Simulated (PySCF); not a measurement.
Telling isomers of C₄H₅F apart by NMR

Computational details: J: B3LYP/pcJ-1 (spin–dipole term left out of most H,H and C,H couplings), NMR shieldings at PBE0/pcSseg-1/GIAO, geometry from PBE0-D3(BJ)/def2-SVP, in PySCF 2.14.0 with density-fitted response routines (non-relativistic Hamiltonian, single conformer, gas phase, one averaged value for each set of equivalent atoms).

References, each an isolated molecule treated in the same way: 1H, 13C against TMS. Multiplet labels drop J under 1 Hz and among equivalent protons, and merge close values. Unscaled 3J(H,H) run several per cent high. Vicinal couplings that depend on rotamer populations or ring flexing (ring, CH–CH, X–H and H–F types) are those of the one conformer. One-bond C–F couplings are unscaled and too large by tens of Hz. Shifts are as computed. Against solution values, carbons near 30 ppm lie about +2 ppm off and those near 130 ppm about +5 ppm. Of 1309 compounds with measured shifts, 239 miss one by over three times the rms of a fit or turn the order of signals round; such compounds aren't used in these exercises. Across acyclic CH2–CH2 and CH–CH2 bonds, 3J(H,H) assumes equally populated rotamers.

(1) Tabulate the signals of `C=CC(=C)F`, `C#CCCF` and their relative energies.

(2) What is the quickest way to tell C=CC(=C)F from C#CCCF?

Answers

(1) 
| SMILES | carbon types | δC | δH | E rel. (kcal/mol) |
| --- | --- | --- | --- | --- |
| C=CC(=C)F | 1×C 1×CH 2×CH2 | 170.8, 137.0, 124.8, 99.9 | 6.14 (m, 1H), 5.92 (m, 1H), 5.52 (m, 1H), 4.93 (dtd, 1H), 4.57 (ddd, 1H) | 0.0 |
| C#CCCF | 1×C 1×CH 2×CH2 | 82.1, 80.8, 76.9, 22.5 | 4.38 (dt, 2H), 2.54 (tdd, 2H), 1.84 (t, 1H) | 20.1 |

Energies are electronic energies at PBE0/pcSseg-1 on these geometries, without zero-point or thermal terms, each for the one conformer computed, which needn't be the lowest.

(2) Both give the same number of carbon signals, with the same numbers of each carbon type, so the positions decide. The first has a fully substituted alkene carbon (C) at 170.8 ppm, the second an alkyne carbon (C) at 80.8 ppm. Their most deshielded carbons lie at 170.8 and 82.1 ppm. In the proton spectra the most deshielded non-exchanging signals are 6.14 (m, 1H) and 4.38 (dt, J = 53.3, 8.7 Hz, 2H).
